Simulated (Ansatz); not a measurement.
We consider bcc Fe, described by PBE (PAW; Ansatz, a first-principles code).

Run with plane-wave cutoff 500 eV, 26×26×26 k mesh, Fermi–Dirac smearing 0.1 eV, no spin polarisation, no spin polarisation, scalar-relativistic PAW data made under PBE.

Computed at the level's own relaxed cell.

Question: Predict the volume per atom and lattice parameter a.

Answer: 
- volume per atom: 10.53 Å³/atom
- lattice parameter a: 2.762 Å

Measured, for comparison: equilibrium volume per atom 11.61 Å³/atom, lattice constant a 2.853 Å (static lattice: zero-point anharmonic expansion removed; as tabulated in Mejia-Rodriguez and Trickey (2018), arXiv:1807.09216). Computed (rounded) less measured: equilibrium volume per atom -9.3 %, lattice constant a -3.2 %.

The computed numbers hold no vibrational or temperature effects.

Computing time: roughly 100 core-seconds.
